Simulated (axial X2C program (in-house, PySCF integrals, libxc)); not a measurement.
**Outer orbitals of Cl₂⁻ at 2.649 Å, PW91**

Calculated with an in-house all-electron X2C program for linear molecules (integrals from PySCF). Spin-free means the one-electron spin-free X2C Hamiltonian; two-component (2c) means X2C with spin–orbit coupling and atomic mean-field two-electron Coulomb and Gaunt terms, so the difference of the two also holds small scalar two-electron terms. Basis: Cl dyall-av3z [9s8p3d2f] (cores contracted in-house); Gaussian nuclei, density fitting, unrestricted open shells. Masses: Cl 34.969 u.

The distance is close to the 2c PBE0 minimum; the highest filled and lowest empty levels are listed.

Spin-free orbitals, state M_S = 1/2, Λ = 0 (beyond evenly filled blocks: σα) (Löwdin shares):

| symmetry | occupied | ε (eV) | atomic character |
| --- | --- | --- | --- |
| σα | yes | -14.27 | 95% Cl s |
| σβ | yes | -13.75 | 95% Cl s |
| σα | yes | -13.38 | 94% Cl s |
| σβ | yes | -12.87 | 94% Cl s, 4% Cl p |
| σα | yes | -3.60 | 97% Cl p |
| σβ | yes | -2.75 | 97% Cl p |
| π-α | yes | -2.12 | 99% Cl p |
| π+α | yes | -2.12 | 99% Cl p |
| π-β | yes | -1.92 | 99% Cl p |
| π+β | yes | -1.92 | 99% Cl p |
| π-α | yes | -1.35 | 98% Cl p |
| π+α | yes | -1.35 | 98% Cl p |
| π+β | yes | -1.16 | 98% Cl p |
| π-β | yes | -1.16 | 98% Cl p |
| σα | yes | -0.76 | 90% Cl p, 6% Cl d |
| σβ | no | 0.24 | 89% Cl p, 7% Cl d |
| σα | no | 3.85 | 97% Cl p |
| σβ | no | 4.13 | 97% Cl p |
| σα | no | 4.26 | 74% Cl s, 26% Cl p |

Spinors with spin–orbit coupling (state Ω = 1/2):

```csv
ω,occupied,ε (eV),atomic character,λ mixture
1/2,yes,-14.27,95% Cl s,100% σ
-1/2,yes,-13.75,95% Cl s,100% σ
1/2,yes,-13.38,94% Cl s,100% σ
-1/2,yes,-12.87,"94% Cl s, 4% Cl p",100% σ
1/2,yes,-3.60,97% Cl p,100% σ
-1/2,yes,-2.75,97% Cl p,100% σ
-1/2,yes,-2.15,99% Cl p,100% π
3/2,yes,-2.08,99% Cl p,100% π
1/2,yes,-1.96,99% Cl p,100% π
-3/2,yes,-1.89,99% Cl p,100% π
-1/2,yes,-1.38,98% Cl p,100% π
3/2,yes,-1.31,98% Cl p,100% π
1/2,yes,-1.19,98% Cl p,100% π
-3/2,yes,-1.12,98% Cl p,100% π
1/2,yes,-0.76,"90% Cl p, 6% Cl d",100% σ
-1/2,no,0.24,"89% Cl p, 7% Cl d",100% σ
1/2,no,3.86,97% Cl p,100% σ
-1/2,no,4.13,97% Cl p,100% σ
1/2,no,4.26,"74% Cl s, 26% Cl p",100% σ
```

Mulliken charges and populations of the two-component result (they depend on the basis, above all on diffuse functions):

Cl1 -0.50 e (s 5.99 p 11.49 d 0.03), Cl2 -0.50 e (s 5.99 p 11.49 d 0.03). ⟨Lz⟩ = 0.00 ħ and ⟨Sz⟩ = 0.50 ħ (0.25 and 0.25 on the two atoms), which add up to Ω.

The state is a single determinant with fixed occupations, the lowest that a limited PBE0 search found. Density functionals use the spin component along the axis (collinear). The highest occupied level of some functionals is positive through self-interaction error; at Hartree–Fock it is bound.
